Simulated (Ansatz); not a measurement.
Cost and result for the atomization energy of C3H8FN (`CNC(C)F`) (13 atoms, 12 bonds).

```tsv
atom	x (Å)	y (Å)	z (Å)
C1	-0.066	-1.574	-1.065
N2	-0.498	-0.580	-0.105
C3	0.323	0.550	0.028
C4	-0.214	1.538	1.028
F5	1.637	0.204	0.446
H6	0.901	-2.033	-0.824
H7	0.018	-1.107	-2.050
H8	-0.819	-2.360	-1.137
H9	-0.705	-0.988	0.798
H10	0.463	1.003	-0.959
H11	-1.183	1.916	0.699
H12	-0.335	1.059	2.003
H13	0.477	2.373	1.141
```

Total charge 0; spin multiplicity 1. Geometry: relaxed with PBE0-D4/def2-TZVP. It is one conformer, not always the lowest. Program: Ansatz. All runs use 4 threads of an Arm Neoverse V1 on a shared host. Times are those of one run each, without the atoms' runs, and a repeat can differ threefold. Electronic energies, without spin–orbit coupling; frozen cores. CCSD(T)/CBS adds CCSD(T) − MP2 in def2-TZVPP to the MP2 limit, and its time is that of the two runs behind it. T1 = 0.010. B3LYP takes the VWN-RPA correlation (the form of Gaussian; ORCA's B3LYP/G).

CCSD(T)/CBS is a level of theory with its own doubt, some kJ/mol a heavy atom from the limit and from the frozen cores, so smaller differences don't rank the functionals.

| level | functions | wall time |
| --- | --- | --- |
| PBE-D4/def2-TZVPP (with forces) | 267 | 2.6 s |
| PBE0-D4/def2-TZVPP | 267 | 2.8 s |
| B3LYP-D4/def2-TZVPP (with forces) | 267 | 4.5 s |
| r2SCAN-D4/def2-TZVPP (with forces) | 267 | 5 s |
| B2PLYP/def2-TZVPP | 267 | 5.5 s |
| ωB97X-V/def2-TZVPP | 267 | 7.5 s |
| ωB97M-V/def2-TZVPP (with forces) | 267 | 12 s |
| MP2/def2-QZVPP | 525 | 31 s |
| CCSD(T)/def2-TZVPP | 267 | 4.2 min |
| CCSD(T)/CBS(def2) | – | 4.7 min |

Problem. What atomization energy does each give, and how far from CCSD(T)/CBS? (Best estimate.)

Solution. Computed: 
```
                             level  atomization (kcal/mol)  difference from CCSD(T)/CBS  per bond
   PBE-D4/def2-TZVPP (with forces)                  1214.5                         28.8       2.4
                PBE0-D4/def2-TZVPP                  1192.3                          6.6       0.6
 B3LYP-D4/def2-TZVPP (with forces)                  1189.1                          3.4       0.3
r2SCAN-D4/def2-TZVPP (with forces)                  1186.6                          0.9       0.1
                 B2PLYP/def2-TZVPP                  1175.9                         -9.8      -0.8
                ωB97X-V/def2-TZVPP                  1190.0                          4.3       0.4
  ωB97M-V/def2-TZVPP (with forces)                  1190.7                          5.0       0.4
                    MP2/def2-QZVPP                  1188.4                          2.7       0.2
                CCSD(T)/def2-TZVPP                  1156.5                        -29.2      -2.4
                 CCSD(T)/CBS(def2)                  1185.7                          0.0       0.0
```

From PBE to PBE0 (25 % exact exchange), in def2-TZVPP and without D4, the atomization energy moves by −21.4 kcal/mol: exact exchange takes away binding that semilocal exchange gives to molecules. The D4 term adds +7.5 kcal/mol with B3LYP and +4.0 kcal/mol with PBE0; it sums over pairs of atoms, weighted by their polarisabilities, and B3LYP, whose exchange is more repulsive, gets the larger term. In def2-TZVPP, CCSD(T) changes the Hartree–Fock value by +296.2 kcal/mol (the triples alone add +15.9 kcal/mol) and MP2 by +310.9 kcal/mol; breaking electron pairs costs correlation energy, which Hartree–Fock lacks.
